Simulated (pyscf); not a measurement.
Elementary routes open to methane (CH₄) + H₃C–InH–Cl in the gas phase (singlet surface):
A. H₃C–InH–CH₃ + hydrogen chloride (HCl) (C–H, Cl–In broken; C–In, Cl–H formed)
B. H₃C–In(CH₃)–Cl + hydrogen (H₂) (C–H, H–In broken; C–In, H–H formed)

Single points on ωB97X-D3(BJ)/def2-SVP structures (PySCF, gas phase).

### Question
Rank the routes by free-energy barrier at 1200 K, lowest first, for ωB97M-D3(BJ)/def2-TZVP energies (ideal gas, 1 atm, RRHO with modes under 100 cm⁻¹ raised to 100, one conformer, R ln 2 for chiral ones without a mode under 150 cm⁻¹).

### Answer
A (327.5 kJ/mol), B (361.5 kJ/mol)

Route A is the fastest of these, ahead of the next by 34.0 kJ/mol. The most stable products are those of B (ΔG = +34.2 kJ/mol), whose barrier is 34.0 kJ/mol higher: the kinetic and the thermodynamic product differ. At 298 K A is still the fastest. A: On the reactant side the descent ends in a complex (not fully relaxed), 17.5 kJ/mol under the separated species and 201.2 kJ/mol under the saddle at ωB97X-D3(BJ)/def2-TZVP. On the product side the descent ends in an adduct with a Cl–In contact, 29.1 kJ/mol under the separated species and 36.2 kJ/mol under the saddle at ωB97X-D3(BJ)/def2-TZVP. B: On the reactant side the descent ends in a complex (not fully relaxed), 17.4 kJ/mol under the separated species and 228.2 kJ/mol under the saddle at ωB97X-D3(BJ)/def2-TZVP. Only these routes are compared; each barrier is that of the saddle found, and lower ones may exist. Elements past Kr carry the def2 core potentials, without spin-orbit coupling.
